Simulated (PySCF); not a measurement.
Assignment exercise: C4H7NO

Mapped SMILES: `[NH2:1][C:2](=[O:3])[CH:4]1[CH2:5][CH2:6]1` (H(Xn): hydrogen on atom n). Ha(C5), Ha(C6) are cis to C2 on the ring; Ha(N1) is cis to the C=O or C=S heteroatom; Hb(C5), Hb(C6) are trans to C2 on the ring; Hb(N1) is trans to the C=O or C=S heteroatom.

PySCF 2.14.0 with density-fitted response routines calculation with B3LYP/pcJ-1 coupling constants (spin–dipole term only in couplings to heteroatoms), PBE0-D3(BJ)/def2-SVP geometry and shielding tensors at PBE0/pcSseg-1 (GIAO); equivalent nuclei averaged, in vacuum, single conformer, non-relativistic Hamiltonian.

Referencing at the same level of theory: TMS for ¹³C (σ = 184.41 ppm) and ¹H (σ = 31.27 ppm).

Question: Assign these signals to the numbered atoms. ¹³C{¹H} NMR (computed): δ 173.9 (C), 14.2 (CH), 9.6 (CH2).

Answer: 
| δ (ppm) | atoms | environment | reason |
| --- | --- | --- | --- |
| 173.9 | C2 | amide carbonyl carbon | lone-pair donation from the attached heteroatom keeps it upfield of a ketone carbonyl |
| 14.2 | C4 | three-membered-ring carbon | carbons of three-membered rings are unusually shielded |
| 9.6 | C5/C6 | three-membered-ring carbon | – |

Question: Assign these signals to the numbered atoms. ¹H NMR (400 MHz, computed): δ 4.82 (br, 1H), 4.32 (br, 1H), 0.95 (m, 2H), 0.71 (m, 1H), 0.58 (m, 2H).

Answer: 
4.82 → Hb(N1), hydrogen on an amide-type nitrogen: exchangeable, gas-phase position
4.32 → Ha(N1), hydrogen on an amide-type nitrogen
0.95 → Ha(C5)/Ha(C6), hydrogen on a three-membered-ring carbon: cyclopropane-type protons are shielded by the ring
0.71 → H(C4), hydrogen on a three-membered-ring carbon
0.58 → Hb(C5)/Hb(C6), hydrogen on a three-membered-ring carbon

Exchangeable OH/NH protons stand at their gas-phase positions; hydrogen bonding in a real sample shifts them, mostly to higher δ. The two substituents on the amide-type nitrogen aren't averaged: C–N rotation is slow on the NMR time scale. Splittings below 1 Hz are ignored in the labels, and close J values are merged. Couplings among chemically equivalent protons are left out too, so labels in AA′BB′ or AA′XX′ sets are apparent multiplicities. Unscaled 3J(H,H) at this level run about 10 % above measured values. Shifts are as computed. Against solution values, carbons near 30 ppm lie about +2 ppm off and those near 130 ppm about +5 ppm. Of 1211 compounds with measured shifts, 218 miss one by over three times the rms of a fit or turn the order of signals round; such compounds aren't used in these exercises. Hydrogen bonding in solution deshields acid and N–H amide carbonyl carbons by as much as 10 ppm beyond these values.
